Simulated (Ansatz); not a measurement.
Geometry optimisation, UKS PBE0/def2-SVP (Ansatz).

The input (input.yaml):

```yaml
crystal:
  periodic: [false, false, false]
  atoms:
    - { symbol: H, position_ang: [0.1946, -0.0565, 0.5006] }
    - { symbol: P, position_ang: [1.3895, 0.7369, 1.6236] }
    - { symbol: Si, position_ang: [-1.0174, -0.7166, -0.7607] }
    - { symbol: H, position_ang: [0.9361, 1.9561, 1.1272] }
    - { symbol: H, position_ang: [2.3254, 0.6328, 0.6001] }
    - { symbol: H, position_ang: [-2.2689, -0.0262, -0.4877] }
    - { symbol: H, position_ang: [-1.0952, -2.1525, -0.54] }
    - { symbol: H, position_ang: [-0.4641, -0.374, -2.0632] }
magnetization:
  spin_polarized: true
  initial_magnetization: 1
basis:
  gaussian: { orbitals: def2-SVP }
hamiltonian:
  xc: pbe0
relax:
  f_tol: 0.15
  max_steps: 25
  restrain:
    - { distance: [0, 2], at: 2.72, k: 30.0 }
    - { distance: [1, 0], at: 1.38, k: 30.0 }
output:
  orbitals: {}
```

Run as:

```bash
$ ansatz run input.yaml --threads 2 --pin off --max-ram 3072MiB --backend cpu --events-out ev --progress --plain --runs-dir out
```

Task: Where does it end, and by what steps?

Result: It converged. The restraints hold the end off the free minimum. After 6 steps the energy has fallen by 0.196 eV (the restraints' own energy left out); H1 moved furthest, 0.60 Å. Joined: H1–P2.

```tsv
step	energy less start (eV)	largest force component (eV/Å)	accepted
0	0.0000	1.362	yes
1	0.0460	0.992	yes
2	0.1002	1.321	yes
3	-0.1351	0.402	yes
4	-0.1465	0.585	yes
5	-0.1899	0.541	yes
6	-0.1965	0.516	yes
```

```xyz
8
Properties=species:S:1:pos:R:3
H 0.549 0.134 0.945
P 1.511 0.822 1.705
Si -1.186 -0.827 -0.920
H 1.068 2.100 1.246
H 2.505 0.714 0.685
H -2.487 -0.143 -0.662
H -1.299 -2.302 -0.724
H -0.660 -0.497 -2.276
```

Time of the run: 11 s on 2 threads of Arm Neoverse V1, on a shared host, peak memory 0.15 GiB.
